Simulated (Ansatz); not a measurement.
Pulling the pair apart

The pair of CH₄S (SMILES CS, atoms 1–6) and SiH₄ (SMILES [SiH4], atoms 7–11), both closed shells, in one local arrangement (a lower one may exist), relaxed at PBE0-D4/def2-TZVP:

| atom | x (Å) | y (Å) | z (Å) |
| --- | --- | --- | --- |
| C1 | -0.7172 | -0.4297 | -1.7046 |
| S2 | 0.9430 | 0.2608 | -1.5466 |
| H3 | -1.3524 | -0.1297 | -0.8716 |
| H4 | -0.5991 | -1.5130 | -1.6790 |
| H5 | -1.1759 | -0.1503 | -2.6520 |
| H6 | 0.5910 | 1.5551 | -1.5822 |
| Si7 | 0.4701 | 0.0822 | 1.9945 |
| H8 | 1.8601 | 0.5730 | 1.8417 |
| H9 | 0.1504 | -0.0174 | 3.4452 |
| H10 | 0.3178 | -1.2618 | 1.3838 |
| H11 | -0.4878 | 1.0308 | 1.3708 |

SiH₄ is shifted rigidly along the line between the mean atom positions of the two fragments (negative: closer). Counterpoise interaction energies in kJ/mol. Computed with Ansatz 0.2.0 (basis: def2-TZVPPD); correlated methods freeze the cores. B3LYP uses VWN-RPA correlation.

| shift (Å) | PBE-D4 | B3LYP-D4 | HF |
| --- | --- | --- | --- |
| -0.36 | -7.0 | -3.3 | 18.2 |
| -0.18 | -9.8 | -7.5 | 9.7 |
| 0.00 | -10.6 | -9.0 | 4.7 |
| 0.18 | -10.2 | -9.0 | 1.8 |
| 0.43 | -8.8 | -7.9 | -0.1 |
| 0.89 | -5.8 | -5.0 | -1.0 |
| 1.79 | -2.2 | -1.6 | -0.6 |
| 3.58 | -0.3 | -0.2 | -0.1 |

**Question.** What does CCSD(T) give at these shifts? (An estimate is asked for; the value comes from the calculation.)

**Answer.** The calculation gives: -1.0, -5.2, -6.8, -7.1, -6.4, -4.3, -1.7, -0.3 kJ/mol. For zero shift, CCSD(T) at an estimated basis limit (MP2 extrapolated from triple and quadruple zeta, plus CCSD(T) − MP2 in triple zeta) gives -8.7 kJ/mol. These are counterpoise interaction energies, counted from the two frozen fragments.

T1 diagnostic: at most 0.011.

For scale, one of the runs: CCSD(T)/def2-TZVPPD, 272 basis functions, launched by `ansatz run in.yaml --threads 4 --pin off --events-out ev --progress --plain --max-ram 9574MiB`. Hardware: 4 CPU threads of an Arm Neoverse V2, shared host. Wall time 79 s; peak host memory 6.7 GiB.
